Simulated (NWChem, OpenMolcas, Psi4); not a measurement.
# How basis sets differ on C2HClF2 (SMILES FC(F)=CCl)

C2HClF2: 6 atoms, total charge 0, spin state singlet. As SMILES, `FC(F)=CCl`. The shape is that of a PBE0-D4/def2-TZVP optimisation.

```xyz
6

F     0.9010   -0.8104    1.3420
C     0.2676   -0.5622    0.2204
F     0.1925   -1.6326   -0.5227
C    -0.2184    0.6268   -0.0866
Cl   -1.0390    0.9264   -1.5521
H    -0.1038    1.4520    0.5990
```

Each level gives the dipole moment (D). The values are calculated.

```tsv
level	kind	program	value (D)	CPU time
HF/STO-3G	Hartree–Fock	NWChem	1.62	1.9 s
HF/3-21G	Hartree–Fock	OpenMolcas	1.38	2.6 s
HF/6-31G* (spherical functions)	Hartree–Fock	Psi4	1.19	6.1 s
HF/def2-SVP	Hartree–Fock	NWChem	1.20	9.8 s
```

The values span 1.19 to 1.62 D. Magnitudes only. Sets without polarisation functions give poor dipoles. Times are those of the runs behind each value, whatever else they computed, on shared processors of several kinds: orders of magnitude only.
